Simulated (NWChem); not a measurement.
**How basis sets differ on PH3 (phosphine)**

The species is PH3 (4 atoms), meant as a singlet with charge 0. SMILES: `P`. Geometry: relaxed at PBE0-D4/def2-TZVP.

```xyz
4

P     0.3460   -0.3265   -0.3328
H     0.6309   -0.0340    1.0270
H    -1.0055   -0.6630   -0.0572
H     0.0287    1.0235   -0.6369
```

Each level gives the electronic atomisation energy (eV). The values are calculated. Electronic energies at fixed atoms, without zero-point motion or spin-orbit coupling.

| level | kind | program | value (eV) | CPU time (all runs) |
| --- | --- | --- | --- | --- |
| SVWN5/def2-SVP | LDA | NWChem | 11.56 | 2.4 s |
| SVWN5/def2-TZVPD | LDA | NWChem | 11.69 | 5.2 s |
| SVWN5/def2-SVPD | LDA | NWChem | 11.65 | 2.8 s |
| SVWN5/def2-TZVP | LDA | NWChem | 11.68 | 4.2 s |
| SVWN5/aug-cc-pVTZ | LDA | NWChem | 11.64 | 34 s |
| SVWN5/def2-QZVPD | LDA | NWChem | 11.70 | 46 s |

The values span 11.56 to 11.70 eV. CPU times are rough (shared hosts, several kinds of processor): they show what a rung costs within a factor of a few.
